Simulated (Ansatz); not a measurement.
Reaction (SMILES): Cl[CH2] (CH2-Cl) → C atom + Cl atom + 2 H atom
B3LYP-D3(BJ)/def2-TZVP geometries, fixed; electronic energies without zero-point terms.

Effect of a fitting basis named in the input at MP2/cc-pV(T+d)Z with Ansatz (a program for electronic structure), against the last row, where the atomisation energy is 283.34 kcal/mol. Cores are frozen. Open shells are unrestricted. The default fits or decomposes integrals by the program's own choice; accuracy: high also tightens integrals, grids and stops.

```tsv
setting	largest shift of a total energy (mEh)	shift of the atomisation energy (kcal/mol)
fitting: def2-universal-jkfit and def2-SVP-RIFIT	-3.393	-0.147
fitting: def2-universal-jkfit and cc-pVDZ-RIFIT	-2.694	-0.314
fitting: def2-universal-jkfit and cc-pVTZ-RIFIT	0.115	-0.054
fitting: def2-universal-jkfit and aug-cc-pVTZ-RIFIT	0.112	-0.053
fitting: def2-universal-jkfit and cc-pVQZ-RIFIT	0.108	-0.050
fitting: def2-universal-jkfit and aug-cc-pVQZ-RIFIT	0.103	-0.046
accuracy: high	-0.002	0.001
accuracy: medium (default)	0.000	0.000
```

Within 0.1 kcal/mol in the atomisation energy: fitting: def2-universal-jkfit and cc-pVTZ-RIFIT; fitting: def2-universal-jkfit and aug-cc-pVTZ-RIFIT; fitting: def2-universal-jkfit and cc-pVQZ-RIFIT; fitting: def2-universal-jkfit and aug-cc-pVQZ-RIFIT; accuracy: high. The largest shift is 3.393 mEh in a total energy and 0.314 kcal/mol in the difference.
